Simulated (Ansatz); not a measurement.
## ClHMg, SMILES [MgH][Cl]: a test of scalar relativity, step by step

With the Python package of Ansatz (0.2.0).

The cells in order, each with its output:

In [1]:
```python
import ansatz as az
import numpy as np
```

In [2]:
```python
geometry_ang = [
    ("Mg", [-0.1349, -0.0267, -0.0851]),
    ("Cl", [1.8941, -0.2739, 1.0097]),
    ("H", [-1.7702, 0.2358, -0.9378]),
]
molecule = az.Crystal.molecule()
for symbol, xyz in geometry_ang:
    molecule = molecule.atom(symbol, xyz)
```

In [3]:
```python
calculation = molecule.calculation().functional("b3lyp").forces()
sets = {"none": "cc-pVTZ", "scalar": "cc-pVTZ-DK"}
found = {kind: calculation.basis(gaussian=basis).pseudopotentials(relativity=kind).run().report for kind, basis in sets.items()}
for kind, each in found.items():
    dipole = 4.803205 * np.linalg.norm(each["charge_distribution"]["dipole_moment_e_ang"])
    print(f"{kind:7s} E = {each['free_energy_ev']:.4f} eV  dipole {dipole:.3f} D  largest force component {np.abs(each['forces_ev_ang']).max():.4f} eV/A")
print(f"relativity lowers the total energy by {found['none']['free_energy_ev'] - found['scalar']['free_energy_ev']:.3f} eV")
```
```text
none    E = -17986.6069 eV  dipole 1.824 D  largest force component 1.1701 eV/A
scalar  E = -18033.6675 eV  dipole 1.819 D  largest force component 1.1757 eV/A
relativity lowers the total energy by 47.061 eV
```

The total moves by -47.1 eV, nearly all in the cores, and the dipole from 1.82 to 1.82 D.

What to keep in mind:
- Total energies depend on the basis set; only differences at equal settings carry meaning.
- The geometry is a force-field or estimated start, not a minimum of this method. The basis set changes with the Hamiltonian (a set recontracted for scalar relativity), and most of the change in the total lies in the cores.
- b3lyp holds the VWN-RPA fit, as in Gaussian; the form of ORCA and Turbomole is b3lyp5.
- It ran for 3.6 s on 1 thread of Arm Neoverse V2, on a shared host, peak memory 0.2 GiB.
